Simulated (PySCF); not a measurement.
Molecule: `S=P([S-])([S-])[S-]`, [PS₄]3-.

Molfile (atoms numbered from 1):
```
PS4
     RDKit          3D

  5  4  0  0  0  0  0  0  0  0999 V2000
    0.0901   -0.2886    2.1381 S   0  0  0  0  0  0  0  0  0  0  0  0
    0.0313    0.0601    0.0658 P   0  0  0  0  0  5  0  0  0  0  0  0
   -0.1869    2.1206   -0.2906 S   0  0  0  0  0  0  0  0  0  0  0  0
    1.8171   -0.6218   -0.8088 S   0  0  0  0  0  0  0  0  0  0  0  0
   -1.5984   -0.9673   -0.7760 S   0  0  0  0  0  0  0  0  0  0  0  0
  1  2  2  0
  2  3  1  0
  2  4  1  0
  2  5  1  0
M  CHG  3   3  -1   4  -1   5  -1
M  END
```

Geometry PBE0-D3(BJ)/def2-SVP throughout; GIAO in PySCF 2.14.0 with density-fitted response routines, gas phase, one conformer, non-relativistic; equivalent atoms averaged; basis pcSseg-2.

For orientation, WP04 gives these absolute shieldings σ: S1/S3/S4/S5 204.5, P2 57.1 ppm.

A run gave: S1/S3/S4/S5 267.2, P2 73.5 ppm (absolute shieldings σ).

Which functional was used in that run?
A. B97-2
B. wB97X-D
C. CAM-B3LYP
D. LC-wPBE

Answers

C. P2 tells them apart best: CAM-B3LYP gives 73.5, wB97X-D gives 95.6, LC-wPBE gives 118.8, B97-2 gives 116.9 ppm.
